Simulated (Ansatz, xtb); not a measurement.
AlH2Cl (SMILES [H][Al]([H])[Cl]): the electronic atomisation energy, rung by rung

AlH2Cl has 4 atoms, charge 0, and is taken as a singlet. As SMILES, `[H][Al]([H])[Cl]`. The shape comes from GFN2-xTB, which is rough for such elements, and wasn't checked as a minimum.

Each level gives the electronic atomisation energy (eV). The values are calculated. Electronic energies at fixed atoms, without zero-point motion or spin-orbit coupling.

```json
{"level": "GFN2-xTB", "kind": "semi-empirical", "program": "xtb", "value (eV)": "14.60", "less CCSD(T)/STO-3G": "+0.51", "CPU time (all runs)": "under 2 s"}
{"level": "HF/STO-3G", "kind": "Hartree–Fock", "program": "Ansatz", "value (eV)": "13.52", "less CCSD(T)/STO-3G": "-0.57", "CPU time (all runs)": "0.19 s"}
{"level": "PBE/STO-3G", "kind": "GGA", "program": "Ansatz", "value (eV)": "15.82", "less CCSD(T)/STO-3G": "+1.73", "CPU time (all runs)": "2 s"}
{"level": "r2SCAN/STO-3G", "kind": "meta-GGA", "program": "Ansatz", "value (eV)": "16.03", "less CCSD(T)/STO-3G": "+1.94", "CPU time (all runs)": "6.6 s"}
{"level": "r2SCAN0/STO-3G", "kind": "hybrid meta-GGA", "program": "Ansatz", "value (eV)": "15.80", "less CCSD(T)/STO-3G": "+1.71", "CPU time (all runs)": "5.1 s"}
{"level": "wB97M-V/STO-3G", "kind": "range-separated hybrid", "program": "Ansatz", "value (eV)": "16.03", "less CCSD(T)/STO-3G": "+1.94", "CPU time (all runs)": "23 s"}
{"level": "B2PLYP/STO-3G", "kind": "double hybrid", "program": "Ansatz", "value (eV)": "15.15", "less CCSD(T)/STO-3G": "+1.06", "CPU time (all runs)": "2.2 s"}
{"level": "MP2/STO-3G", "kind": "perturbation theory", "program": "Ansatz", "value (eV)": "14.01", "less CCSD(T)/STO-3G": "-0.08", "CPU time (all runs)": "0.21 s"}
{"level": "BCCD(T)/STO-3G", "kind": "coupled cluster or CI", "program": "Ansatz", "value (eV)": "14.09", "less CCSD(T)/STO-3G": "0.00", "CPU time (all runs)": "0.44 s"}
{"level": "CCSD(T)/STO-3G", "kind": "coupled cluster or CI", "program": "Ansatz", "value (eV)": "14.09", "less CCSD(T)/STO-3G": "0.00", "CPU time (all runs)": "0.36 s"}
```

CCSD(T)/STO-3G is the highest level here, not the true value. The values span 13.52 to 16.03 eV. The xTB rows lack spin polarisation, so open shells miss the exchange term that lowers them. All rows use very small basis sets, so even the best lies far from the true value. Times are those of the runs behind each value, whatever else they computed, on shared processors of several kinds: orders of magnitude only.
